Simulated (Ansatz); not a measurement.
hcp Be: PBE at its full settings (plane-wave cutoff 520 eV, 30×30×16 k mesh (along the axes of the cell as run), Fermi–Dirac smearing 0.05 eV, scalar-relativistic PAW data made under PBE) and at cheaper ones, in a cell of 2 atoms with Γ-centred meshes.

```csv
level and setting,lattice constant a (Å),lattice parameter c (Å),bulk modulus (GPa)
PBE (Ansatz),2.264,3.562,123
PBE (200 eV cutoff) (Ansatz),2.265,3.555,116
PBE (250 eV cutoff) (Ansatz),2.269,3.568,120
PBE (300 eV cutoff) (Ansatz),2.265,3.563,124
PBE (Γ point alone) (Ansatz),1.691,3.582,432
PBE (2×2×2 k mesh) (Ansatz),2.351,3.182,125
PBE (4×4×4 k mesh) (Ansatz),2.194,3.892,118
PBE (4×4×4 k mesh and 300 eV cutoff) (Ansatz),2.195,3.892,117
PBE (6×6×6 k mesh) (Ansatz),[?],[?],122
PBE (Fermi-Dirac smearing of 0.3 eV) (Ansatz),2.265,3.565,122
```

### Question
What belongs in the gaps?

### Answer

- PBE (6×6×6 k mesh) (Ansatz, a first-principles code), lattice constant a (Å): 2.285
- PBE (6×6×6 k mesh) (Ansatz), lattice parameter c (Å): 3.511

Largest shifts from the full settings: lattice constant a -25 % (PBE (Γ point alone)), against a difference of -0.96 % of the full result from the reference 2.286 Å (measured, 293 K, not corrected to a static lattice, sources range from 2.286 to 2.290; as tabulated in Wikipedia's data pages); lattice parameter c -10.7 % (PBE (2×2×2 k mesh)), against a difference of -0.61 % of the full result from the reference 3.584 Å (measured, 293 K, no zero-point or thermal correction; as tabulated in Wikipedia's data pages); bulk modulus +251 % (PBE (Γ point alone)), against a difference of +5.1 % of the full result from the reference 117 GPa (measured, room temperature, not corrected to a static lattice, sources range from 97.2 to 117; as tabulated in arXiv:2410.04971).

Ansatz's density-functional and Hartree–Fock values are scalar-relativistic unless marked +SOC, with PAW data made under PBE.

Run with cheap settings on purpose, which may leave them unconverged: PBE (200 eV cutoff), PBE (250 eV cutoff), PBE (2×2×2 k mesh), PBE (300 eV cutoff), PBE (4×4×4 k mesh and 300 eV cutoff), PBE (4×4×4 k mesh), PBE (6×6×6 k mesh), PBE (Fermi-Dirac smearing of 0.3 eV), PBE (Γ point alone).
